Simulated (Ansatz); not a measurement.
# C2H7Si: the cost of one run

Computed with Ansatz 0.2.0, Gaussian basis. Level: single points in def2-TZVPP.

Correlated methods freeze the cores.

## Step 1: Where the work starts

SMILES `[CH2+]C[SiH3]`, 10 atoms, charge 1, spin multiplicity 1.

Atoms are counted from 1 here; the program's logs count them from 0.

Bond lengths: C1–C2 1.308 Å, C1–H4 1.153 Å, C1–H5 1.096 Å, C2–H6 1.065 Å, C2–H7 1.055 Å, Si3–H8 1.411 Å, Si3–H9 1.473 Å, Si3–H10 1.526 Å. Angles: C2–C1–H4 126.9°, C2–C1–H5 121.0°, H4–C1–H5 111.9°, C1–C2–H6 125.4°, C1–C2–H7 118.9°, H6–C2–H7 114.5°, H8–Si3–H9 120.8°, H8–Si3–H10 116.9°, H9–Si3–H10 111.8°.

Geometry (Å):

```xyz
10

C    -0.5815    0.3775   -0.9594
C    -1.0999   -0.2257    0.0786
Si    1.1924   -0.1089    0.6267
H    -0.2523   -0.1104   -1.9510
H    -0.4947    1.4698   -0.9919
H    -1.3251   -1.2645    0.1396
H    -1.5187    0.3584    0.8509
H     1.6446    1.1862    0.9560
H     1.8238   -0.8727   -0.4629
H     0.7780   -1.0108    1.7861
```

## Step 2: PBE-D4/def2-TZVPP

Contents of run/in.yaml:

```yaml
crystal:
  periodic: [false, false, false]
  atoms:
    - {symbol: C, position_ang: [-0.581516, 0.377479, -0.959449]}
    - {symbol: C, position_ang: [-1.099885, -0.225706, 0.078613]}
    - {symbol: Si, position_ang: [1.192436, -0.108902, 0.626658]}
    - {symbol: H, position_ang: [-0.252267, -0.110432, -1.950978]}
    - {symbol: H, position_ang: [-0.494678, 1.469780, -0.991898]}
    - {symbol: H, position_ang: [-1.325119, -1.264516, 0.139555]}
    - {symbol: H, position_ang: [-1.518720, 0.358388, 0.850888]}
    - {symbol: H, position_ang: [1.644562, 1.186218, 0.956010]}
    - {symbol: H, position_ang: [1.823757, -0.872657, -0.462870]}
    - {symbol: H, position_ang: [0.777951, -1.010761, 1.786071]}
basis:
  gaussian: {orbitals: def2-TZVPP}
total_charge: 1
hamiltonian: {xc: pbe, dispersion: d4}
output: {forces: true}
```

Launch:

```
ansatz run in.yaml --threads 2 --pin off --events-out ev --progress --plain --max-ram 3481MiB
```

Q: Estimate wall time and peak memory on 2 threads of Intel Xeon 6975P-C, shared host.

About 1.4 s, with a peak of 0.22 GiB.
